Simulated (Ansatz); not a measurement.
# C2H2FN: small, medium and large basis sets

One table from this session's results is given with a row withheld; the runs are named, their logs left out.

Computed with Ansatz 0.2.0, Gaussian basis. Level: one geometry, several basis sets.

Levels to be run: PBE0-D4/def2-SVP; ωB97M-V/def2-SVP; PBE0-D4/def2-QZVPP; ωB97M-V/def2-QZVPP; the functionals' def2-TZVPP values are taken from earlier runs.

### The relaxed structure

All runs share one geometry, relaxed beforehand with PBE0-D4 in a triple-zeta def2 set.

SMILES `FC1=CN1`, 6 atoms, charge 0, spin multiplicity 1.

Atoms are counted from 1 here; the program's logs count them from 0.

Bond lengths: F1–C2 1.294 Å, C2–C3 1.267 Å, C2–N4 1.409 Å, C3–N4 1.614 Å, C3–H5 1.070 Å, N4–H6 1.024 Å. Angles: F1–C2–C3 151.2°, F1–C2–N4 134.6°, C3–C2–N4 74.0°, C2–C3–N4 57.0°, C2–C3–H5 161.6°, N4–C3–H5 135.8°, C2–N4–C3 49.0°, C2–N4–H6 109.2°, C3–N4–H6 107.7°.

Coordinates:

```xyz
6
charge 0, multiplicity 1
F    -0.19978   -1.64197    1.02321
C    -0.05239   -0.59295    0.27941
C     0.55008    0.04462   -0.63508
N    -0.80466    0.57791    0.06188
H     1.08929    0.26601   -1.53218
H    -0.54054    1.28227    0.75666
```

The first run:

The input, in.yaml:

```yaml
crystal:
  periodic: [false, false, false]
  atoms:
    - {symbol: F, position_ang: [-0.199784, -1.641975, 1.023209]}
    - {symbol: C, position_ang: [-0.052386, -0.592945, 0.279412]}
    - {symbol: C, position_ang: [0.550082, 0.044624, -0.635081]}
    - {symbol: N, position_ang: [-0.804661, 0.577914, 0.061877]}
    - {symbol: H, position_ang: [1.089289, 0.266007, -1.532175]}
    - {symbol: H, position_ang: [-0.540539, 1.282273, 0.756658]}
basis:
  gaussian: {orbitals: def2-SVP}
hamiltonian: {xc: pbe0, dispersion: d4}
output: {orbitals: {seedname: orbitals}}
```

Run with:

```console
ansatz run in.yaml --threads 2 --pin off --events-out ev --progress --plain --max-ram 4352MiB
```

Steps of the session up to this table: PBE0-D4 in def2-SVP; ωB97M-V in def2-SVP; PBE0-D4 in def2-QZVPP; ωB97M-V in def2-QZVPP.

One of the session's tables, all rows but one given; the rest of the session is left out.

```
functional       basis  HOMO (eV)  LUMO (eV)
   PBE0-D4    def2-SVP      -6.27       0.36
   PBE0-D4  def2-TZVPP      -6.45       0.14
   PBE0-D4  def2-QZVPP      -6.49       0.03
   ωB97M-V    def2-SVP          ?          ?
   ωB97M-V  def2-TZVPP      -8.76       2.27
   ωB97M-V  def2-QZVPP      -8.81       1.86
```

Estimate the missing values for ωB97M-V, def2-SVP.

The run gave: HOMO (eV): -8.57; LUMO (eV): 2.66. In the column «HOMO (eV)» it lies between ωB97M-V, def2-TZVPP (-8.76) and PBE0-D4, def2-QZVPP (-6.49).
